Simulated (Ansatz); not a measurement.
# PBE-QIDH/def2-TZVPPD run of P2 (diphosphorus)

What is the vertical electron affinity of P2 (diphosphorus) at PBE-QIDH/def2-TZVPPD? 

The results are computed with Ansatz 0.2.0.

16 further runs of the same task are left out: 16 set aside as unsound or not needed.

### Step 1. The structure to begin with

P2: 2 atoms, total charge 0, spin state singlet. SMILES: `P#P`. The bond length is the measured one.

Bond lengths: P1–P2 1.893 Å.

### Step 2. The energy at PBE-QIDH/def2-TZVPPD

File molecule.yaml:

```yaml
crystal:
  periodic: [false, false, false]
  atoms:
    - {symbol: P, position_ang: [0.000000, 0.000000, 0.000000]}
    - {symbol: P, position_ang: [0.000000, 0.000000, 1.893400]}
basis:
  gaussian:
    orbitals: def2-TZVPPD.json
hamiltonian:
  xc: {name: PBE-QIDH}
correlation:
  frozen_orbitals: {P: 5}
accuracy: high
output: {orbitals: {seedname: orbitals}}
```

The basis set def2-TZVPPD is read from a file made from the Basis Set Exchange's data (not shown).

On the command line:

```sh
ansatz run molecule.yaml --threads 1 --pin off --max-ram 3480MiB --events-out events.jsonl --progress --plain --runs-dir runs
```

The program printed:

```text
Warning: RAYON_NUM_THREADS=1 ignored (pool sized by the plan → 1); use --threads N
Functional definition: PBE-QIDH
  name "PBE-QIDH"
  parameter a = 3^(-1/3)
  parameter c = 1/3
  exchange = (1 - a)*pbe_x + a*exact_x
  correlation = (1 - c)*pbe_c + c*(mp2_os + mp2_ss)
1257 factors; integrals over basis functions are off by at most 3.3e-9 eV
mean field evaluation 1: about -18562.3920 eV, gradient 1.0e1 eV
mean field evaluation 2: about -18562.3949 eV, gradient 1.0e1 eV
mean field evaluation 4: about -18562.6442 eV, gradient 6.4e-1 eV
mean field evaluation 8: about -18562.6461 eV, gradient 1.2e-3 eV
mean field evaluation 16: about -18562.6461 eV, gradient 6.6e-7 eV
mean field -18562.64609966 eV, -682.1646619489 hartree, gradient 4.1e-8 eV, S^2 0.000000; 0 other end points of the search recorded, 0 dependent functions left out; unrestricted orbitals would lower it
10 core orbitals not correlated: weight in the atoms' cores, before any rotation towards them, 1.000 or more for the frozen orbitals, at most 0.000 for the correlated occupied ones
reference -18562.64610040 eV, -682.1646619764 hartree; 5, 5 occupied and 81, 81 virtual orbitals, 1257 factors
second order -8.94936142 eV of doubles, -0.00000000 eV of singles
Total energy: -18565.62922088 eV, -682.2742896318 hartree
```

Wall time 3.3 s (1 thread of Intel Xeon Platinum 8488C (Sapphire Rapids), shared host); peak memory 0.2 GiB.

### Step 3. The doublet anion at the same level

File job.yaml:

```yaml
crystal:
  periodic: [false, false, false]
  atoms:
    - {symbol: P, position_ang: [0.000000, 0.000000, 0.000000]}
    - {symbol: P, position_ang: [0.000000, 0.000000, 1.893400]}
basis:
  gaussian:
    orbitals: def2-TZVPPD.json
total_charge: -1
magnetization:
  spin_polarized: true
  initial_magnetization: 1
hamiltonian:
  xc: {name: PBE-QIDH}
correlation:
  frozen_orbitals: {P: 5}
accuracy: high
output:
  orbitals: {seedname: orbitals}
```

The basis set def2-TZVPPD is read from a file made from the Basis Set Exchange's data (not shown).

On the command line:

```sh
ansatz run job.yaml --threads 1 --pin off --max-ram 3480MiB --events-out events.jsonl --progress --plain --runs-dir runs
```

The program printed, cut to the lines that bear on the results:

```text
Warning: RAYON_NUM_THREADS=1 ignored (pool sized by the plan → 1); use --threads N
Functional definition: PBE-QIDH
  name "PBE-QIDH"
[...]
1257 factors; integrals over basis functions are off by at most 3.3e-9 eV
[...]
mean field -18563.13917517 eV, -682.1827821400 hartree, gradient 4.3e-8 eV, S^2 0.768803; 4 other end points of the search recorded, 0 dependent functions left out
10 core orbitals not correlated: weight in the atoms' cores, before any rotation towards them, 1.000 or more for the frozen orbitals, at most 0.000 for the correlated occupied ones
reference -18563.13917591 eV, -682.1827821670 hartree; 6, 5 occupied and 80, 81 virtual orbitals, 1257 factors
second order -8.89938951 eV of doubles, -0.00000000 eV of singles
Total energy: -18566.10563908 eV, -682.2917976777 hartree
```

Wall time 9.6 s (1 thread of Intel Xeon Platinum 8488C (Sapphire Rapids), shared host); peak memory 0.28 GiB.

### Step 4. Summary of results

Level: PBE-QIDH/def2-TZVPPD, 10 core orbitals frozen.

| quantity | value |
| --- | --- |
| singlet P2: total energy | -682.27429 Eh |
| singlet P2: HOMO energy (SCF part's orbitals) | -9.53 eV |
| singlet P2: LUMO energy (SCF part's orbitals) | -0.95 eV |
| singlet P2: HOMO–LUMO gap (SCF part's orbitals) | 8.59 eV |
| doublet anion: total energy | -682.29180 Eh |
| doublet anion: HOMO energy (SCF part's orbitals) (highest over α and β) | -0.05 eV |
| doublet anion: LUMO energy (SCF part's orbitals) (lowest over α and β) | 4.90 eV |
| doublet anion: ⟨S²⟩ | 0.769 |
| vertical electron affinity (to the doublet anion) | 0.476 eV |

In words: At fixed nuclei the extra electron is bound by 0.48 eV (11.0 kcal/mol). The restricted solution (singlet P2) is unstable to spin breaking: an unrestricted one lies lower.
